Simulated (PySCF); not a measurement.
Run record: excited-state job, `N#CN` (CH2N2).

Computed with TDDFT CAM-B3LYP/aug-cc-pVTZ, vertical, gas phase, core orbitals frozen in the response (PySCF 2.14.0, density-fitted response routines). Geometry: PBE0-D3(BJ)/def2-TZVP. A driver script takes a list of jobs; this job's settings line and coordinates (Å) are shown.

Command:
```bash
OMP_NUM_THREADS=1 python probes_run.py task.json out
```

Input:
```
{"job": {"kind": "uv", "xc": "CAM-B3LYP", "basis": "aug-cc-pVTZ", "ip": false, "dynamic": false}, "charge": 0, "multiplicity": 1}
N      1.855106     0.263998    -0.375718
C      0.746897     0.100374    -0.098107
N     -0.518351    -0.086247     0.284235
H     -1.144417     0.679383     0.086390
H     -0.905779    -0.991228     0.065021
```

Question: Give the output.

Answer: 
```
coarse grid: 4456 points
cycle   1  E = -148.6955658665  dE =  4.379e-01  |g| = 5.571e-01  |ddm| = 4.765e+00
cycle   2  E = -148.5581060774  dE =  1.375e-01  |g| = 1.017e+00  |ddm| = 1.660e+00
cycle   3  E = -148.7749030169  dE = -2.168e-01  |g| = 6.544e-02  |ddm| = 1.070e+00
cycle   4  E = -148.7755184359  dE = -6.154e-04  |g| = 3.675e-02  |ddm| = 1.261e-01
cycle   5  E = -148.7757826809  dE = -2.642e-04  |g| = 7.495e-03  |ddm| = 5.189e-02
cycle   6  E = -148.7757950731  dE = -1.239e-05  |g| = 2.143e-03  |ddm| = 1.253e-02
cycle   7  E = -148.7757964834  dE = -1.410e-06  |g| = 5.188e-04  |ddm| = 4.035e-03
final grid: 43936 points
cycle   8  E = -148.7777033707  dE = -1.731e-05  |g| = 3.155e-03  |ddm| = 7.528e-02
cycle   9  E = -148.7777027564  dE =  6.142e-07  |g| = 3.702e-03  |ddm| = 9.102e-03
cycle  10  E = -148.7777052222  dE = -2.466e-06  |g| = 7.609e-04  |ddm| = 4.713e-03
cycle  11  E = -148.7777053276  dE = -1.054e-07  |g| = 2.583e-04  |ddm| = 1.082e-03
cycle  12  E = -148.7777053403  dE = -1.273e-08  |g| = 5.755e-05  |ddm| = 3.398e-04
cycle  13  E = -148.7777053411  dE = -7.817e-10  |g| = 8.803e-06  |ddm| = 9.709e-05
converged SCF energy = -148.7777053411

Static polarisability (au): isotropic 26.686, principal 20.646 21.370 38.043

Singlet excitations
state   eV       nm        f      main configurations
  1   6.1849    200.5   0.00272   H->L 0.88
  2   6.5758    188.5   0.00044   H->L+5 0.73, H->L+1 0.17
  3   7.6815    161.4   0.00011   H->L+1 0.73, H->L+5 0.14, H->L+10 0.10
  4   7.9499    156.0   0.02493   H->L+2 0.26, H-1->L 0.14, H->L+9 0.14
  5   7.9518    155.9   0.01165   H-1->L 0.71
  6   8.1275    152.5   0.03579   H->L+2 0.56, H-1->L+5 0.11, H->L+9 0.11
  7   8.4059    147.5   0.02561   H->L+3 0.73, H-1->L+5 0.10
  8   8.9761    138.1   0.01197   H->L+4 0.81
  9   9.0278    137.3   0.00496   H-1->L+9 0.62, H-1->L+8 0.16
 10   9.0602    136.8   0.01675   H-2->L 0.81, H-2->L+2 0.13

Triplet excitations (Tamm-Dancoff, eV): 5.9492 6.1472 6.4701 6.9791
```

The SCF starts on a coarse grid where the log names one; the energy can jump when the final grid takes over, and dE then counts from the start density on the new grid. H and L stand for HOMO and LUMO; the number after each pair is its weight.

Question: Which computed singlet has the largest oscillator strength, and what do all of them sum to?

Answer: State 6 at 8.13 eV (153 nm), f = 0.036; the 10 states sum to 0.135.

In short: HOMO -9.49 eV, LUMO -0.30 eV; lowest singlet 6.18 eV; lowest triplet 5.95 eV (Tamm–Dancoff); mean polarisability 26.7 au.

Geometry: PBE0-D3(BJ)/def2-TZVP; no solvent, vibrations or thermal averaging.

Time: 13 s; peak memory 0.61 GiB. Hardware: an Arm Neoverse N1 with one thread, no GPU, shared host.
Labels such as C1 count atoms from 1, the log's own numbers from 0.
